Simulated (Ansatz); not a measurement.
# C2H4Cl: the cost of one run

Program: Ansatz 0.2.0. Level of theory: the levels named in each step. These are calculated values, not measurements.

**1. Starting point**

Bond lengths: C1–C2 1.426 Å, C2–Cl3 1.907 Å, C1–H4 1.078 Å, C1–H5 1.070 Å, C2–H6 1.082 Å, C2–H7 1.090 Å. Angles: C1–C2–Cl3 108.4°, C1–C2–H6 115.1°, C1–C2–H7 114.9°, Cl3–C2–H6 102.3°, Cl3–C2–H7 101.8°, H6–C2–H7 112.6°, C2–C1–H4 120.3°, C2–C1–H5 120.6°, H4–C1–H5 117.9°.

Coordinates:

```xyz
7

C    -1.6796    0.2608    0.4463
C    -0.3361    0.7039    0.6282
Cl    0.8073   -0.3919   -0.4349
H    -2.0617   -0.5683    1.0202
H    -2.2586    0.6036   -0.3855
H    -0.1248    1.6947    0.2473
H     0.0686    0.5443    1.6272
```

**2. A rough first relaxation, PBE-D4/def2-SVP**

This run stands in another session on the same molecule. It ended at:

```xyz
7

C    -1.6942    0.2559    0.4489
C    -0.3042    0.6841    0.6120
Cl    0.8190   -0.3879   -0.4358
H    -2.0883   -0.5891    1.0342
H    -2.2891    0.6111   -0.4065
H    -0.1102    1.7127    0.2554
H     0.0822    0.5604    1.6407
```

**3. Relaxation, HF/STO-3G**

Contents of input.yaml:

```yaml
crystal:
  periodic: [false, false, false]
  atoms:
    - { symbol: C, position_ang: [-1.69423337, 0.25593453, 0.4489469] }
    - { symbol: C, position_ang: [-0.30417609, 0.68406789, 0.61195873] }
    - { symbol: Cl, position_ang: [0.81902729, -0.38791455, -0.43583398] }
    - { symbol: H, position_ang: [-2.08830439, -0.58905014, 1.03418284] }
    - { symbol: H, position_ang: [-2.2891213, 0.61109385, -0.40648692] }
    - { symbol: H, position_ang: [-0.11019879, 1.71269148, 0.25540388] }
    - { symbol: H, position_ang: [0.08223666, 0.56041695, 1.64065854] }
magnetization:
  spin_polarized: true
  initial_magnetization: 1
basis:
  gaussian: { orbitals: STO-3G }
hamiltonian:
  xc: hf
relax:
  f_tol: 0.002
  max_steps: 150
```

The run is started by

```
$ ansatz run input.yaml --threads 2 --pin off --max-ram 5120MiB --backend cpu --events-out ev --progress --plain --runs-dir out
```

**Question.** How long does this run take on 2 threads of AMD EPYC (Zen 3), shared host, and how much memory does it need?

About 9 s, with a peak of 0.095 GiB.
